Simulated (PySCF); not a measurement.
Si(H)4 cation (H4Si), SMILES [SiH4] (connectivity only; charge and spin as stated), charge +1, multiplicity 2.

Geometry optimised at ωB97X-D3(BJ)/def2-TZVPD. The geometry has at least one imaginary mode, so it is a saddle point at that level. The multiplicity is an assumed one; other spin states were not compared. The isomer is the one that the SMILES or the coordinates give; other isomers of the formula were not compared.

Computed with TDA-LC-ωPBE/def2-TZVPD (PySCF).

Vertical excitations; the highest root listed may be one member of a degenerate set. The molecule is in vacuum.

```json
[
 {"state": "root 1", "energy (eV)": "2.57", "λ (nm)": "482", "f": "0.000", "main pairs": "α HOMO→LUMO 98 %"},
 {"state": "root 2", "energy (eV)": "4.58", "λ (nm)": "271", "f": "0.000", "main pairs": "β HOMO→LUMO+1 (degenerate set)"},
 {"state": "root 3", "energy (eV)": "4.58", "λ (nm)": "271", "f": "0.000", "main pairs": "β HOMO−1→LUMO+1 (degenerate set)"},
 {"state": "root 4", "energy (eV)": "4.78", "λ (nm)": "259", "f": "0.131", "main pairs": "β HOMO→LUMO, β HOMO−1→LUMO (degenerate set)"},
 {"state": "root 5", "energy (eV)": "4.78", "λ (nm)": "259", "f": "0.131", "main pairs": "β HOMO−1→LUMO, β HOMO→LUMO (degenerate set)"},
 {"state": "root 6", "energy (eV)": "6.48", "λ (nm)": "191", "f": "0.000", "main pairs": "α HOMO→LUMO+1 90 %"},
 {"state": "root 7", "energy (eV)": "6.62", "λ (nm)": "187", "f": "0.000", "main pairs": "α HOMO−1→LUMO, α HOMO−2→LUMO (degenerate set)"},
 {"state": "root 8", "energy (eV)": "6.62", "λ (nm)": "187", "f": "0.000", "main pairs": "α HOMO−2→LUMO, α HOMO−1→LUMO (degenerate set)"},
 {"state": "root 9", "energy (eV)": "9.08", "λ (nm)": "137", "f": "0.001", "main pairs": "α HOMO−1→LUMO+1, β HOMO−1→LUMO+2, β HOMO→LUMO+2 (degenerate set)"},
 {"state": "root 10", "energy (eV)": "9.08", "λ (nm)": "137", "f": "0.001", "main pairs": "α HOMO−2→LUMO+1, β HOMO→LUMO+2, β HOMO−1→LUMO+2 (degenerate set)"}
]
```
Unrestricted roots are not spin-pure.
